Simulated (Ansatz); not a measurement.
[Cl···H···Si], triplet: transfer scan

Starting geometry:

```yaml
atoms:
  - { symbol: Cl, position_ang: [0.0000, 0.0000, -1.4636] }
  - { symbol: H, position_ang: [0.0000, 0.0000, -0.1848] }
  - { symbol: Si, position_ang: [0.0000, 0.0000, 1.6484] }
```

From there atom H2 is moved from one fragment to the other while all else, the fragments' distance too, stays fixed; atoms are numbered as listed. Energies are in kJ/mol, counted from the starting geometry at the same level. Kohn–Sham curves are unrestricted where that lies lower.

Basis cc-pVDZ; Ansatz 0.2.0. Only valence electrons are correlated (noble-gas cores frozen). R marks a restricted (for open shells ROHF) determinant.

Full CI isn't at hand for all of this; RCCSDTQ serves as the reference, and is uncertain by the last step of the cluster series or more.

```
distance Cl1-H2 (Å)  RPA-PBE
              1.279      0.0
              1.335     -1.7
              1.447      8.6
              1.560     27.9
              1.672     56.1
```

**Question.** Estimate the RCCSDTQ curve in cc-pVDZ from this one, knowing how RPA-PBE differs from it in such a basis.

**Answer.** The computed RCCSDTQ values, in kJ/mol from the starting point, and the difference of RPA-PBE against them:
| distance Cl1-H2 (Å) | RCCSDTQ | RPA-PBE less RCCSDTQ |
| --- | --- | --- |
| 1.279 | 0.0 | 0.0 |
| 1.335 | -1.1 | -0.6 |
| 1.447 | 11.2 | -2.6 |
| 1.560 | 33.2 | -5.3 |
| 1.672 | 64.3 | -8.2 |

The difference spans 8.2 kJ/mol and is largest, -8.2 kJ/mol, at 1.672 Å.

In so small a basis both RPA and the reference are far from their limits and near them at different rates, so the difference would change in a larger set.
